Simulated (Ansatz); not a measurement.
Results of PBE0-D4 in Ansatz (plane waves, PAW) for solid iodine.

Run with plane-wave cutoff 520 eV, 6×6×2 k mesh (along the axes of the cell as run), scalar-relativistic PAW data made under PBE.

Cell (relaxed at this level):

```
CELL_PARAMETERS angstrom
      3.58036    -2.29884     0.00000
      3.58036     2.29884     0.00000
      0.00000     0.00000     9.66120
ATOMIC_POSITIONS crystal
  I  0.15709 0.84291 0.88118
  I  0.34291 0.65709 0.38118
  I  0.65709 0.34291 0.61882
  I  0.84291 0.15709 0.11882
```

Question: What does this level give for the elastic constant C33, elastic constant C66, Young modulus, elastic constant C11, elastic constant C12, elastic constant C13 and elastic constant C44?

Answer: 
- elastic constant C33 = 40.6 GPa
- elastic constant C66 = 7.99 GPa
- Young modulus = 21.7 GPa
- elastic constant C11 = 19.3 GPa
- elastic constant C12 = 4.76 GPa
- elastic constant C13 = -0.42 GPa
- elastic constant C44 = 27.1 GPa

Note: the dispersion coefficients are held fixed in the derivatives.

Elastic constants are with the ions relaxed.

Spin–orbit coupling is not included.

The computed numbers hold no vibrational or temperature effects.

Ansatz is a program for electronic structure.
